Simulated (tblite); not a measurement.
C₄H₇N₂ (doublet state).
Cartesian coordinates in Å at the GFN2-xTB level; atoms count from 1:
```xyz
13
C4H7N2 angstrom
C     -2.4649   -0.8098   -0.2718
N     -1.1920   -0.5071   -0.8372
C     -0.1764   -0.0051   -0.4129
C      1.0171    0.6477   -0.3385
C      2.2274   -0.0904    0.1644
N      1.1364    1.9161   -0.6289
H     -2.6166   -1.8882   -0.3365
H     -2.5646   -0.4865    0.7685
H     -3.2255   -0.3214   -0.8821
H      3.0587    0.6072    0.1919
H      2.4692   -0.9193   -0.4990
H      2.0522   -0.4870    1.1631
H      0.2747    2.3442   -0.9599
```

All values are computed: GFN2-xTB (tblite) harmonic vibrations without scaling, gas phase. This tight-binding method is rough: wavenumbers can miss measured ones by several per cent, in bad cases by 10 to 20. One conformer, not necessarily the lowest. Open shells enter through the occupations alone, without spin polarisation, and single modes of such species can be off by tens of per cent.

Harmonic wavenumbers (cm⁻¹): 72.0, 79.8, 98.2, 114.9, 222.8, 335.4, 401.5, 453.8, 552.0, 709.6, 761.0, 982.0, 1027.2, 1030.2, 1075.7, 1095.9, 1164.8, 1337.8, 1380.3, 1385.3, 1444.7, 1447.7, 1457.7, 1468.3, 1481.3, 2105.9, 2939.4, 2991.9, 3004.8, 3012.0, 3020.4, 3069.4, 3342.8.

A = 8829, B = 1911, C = 1640 MHz; mass 83.061 u (most abundant isotopes); point group C1, symmetry number 1; spin multiplicity 2.

Question: Zero-point energy?

Answer: Half the sum of the wavenumbers: 22533 cm⁻¹ = 269.56 kJ/mol.

Question: What is S at 200 K and 1 bar for an ideal gas of classical rigid rotors and harmonic oscillators?

Answer: Translation 155.68, rotation 107.38, vibration 61.28, spin (R ln 2) 5.76: S = 330.1 J/(mol K).

Question: And Cp and H(200 K) − H(0)?

Answer: Cp = 91.94 J/(mol K), of which vibrations give 58.68 (their classical limit is 33 R = 274.4); H(200 K) − H(0) = 13.19 kJ/mol without the zero-point energy, 6.54 from vibrations.

Question: What must be added to the electronic energy to get the Gibbs energy at 200 K and 1 bar?

Answer: ZPE + [H(200 K) − H(0)] − T·S = 269.56 + 13.19 − 66.02 = 216.73 kJ/mol.

Question: How do the functions run with temperature in this model?

Answer: 
```csv
T (K),S (J/(mol K)),Cp (J/(mol K)),H − H(0) (kJ/mol),G − H(0) (kJ/mol),ln q(vib)
150,305.3,80.9,8.87,-36.93,2.43
250,351.8,103.2,18.07,-69.89,4.40
298.15,370.9,114.5,23.31,-87.29,5.28
400,408.0,138.4,36.20,-126.99,7.08
600,472.0,178.3,68.07,-215.15,10.40
900,552.6,219.0,128.12,-369.25,15.00
```

q(vib) and H(0) count from the zero-point level.

Question: Blend soft modes into free rotors: weight 1/[1 + (100 cm⁻¹/ν̃)⁴] for the oscillator and the rest for a rotor with moment μB/(μ + B), μ = h/(8π²ν), B = 10⁻⁴⁴ kg m². What vibrational entropy results?

Answer: 57.65 J/(mol K) in place of 61.28, which changes −T·S at 200 K by +0.72 kJ/mol.

Hindered rotation and anharmonicity are outside this model. Other conformers, if any are populated, would add a mixing term that is left out. The structure is chiral; the term R ln 2 for an equal mix with its mirror image is left out.

Time: 0.22 s. Hardware: one thread, Arm Neoverse V2 (aarch64), shared host with 96 logical CPUs at a one-minute load of 84. This covers the Hessian and the dipole derivatives.
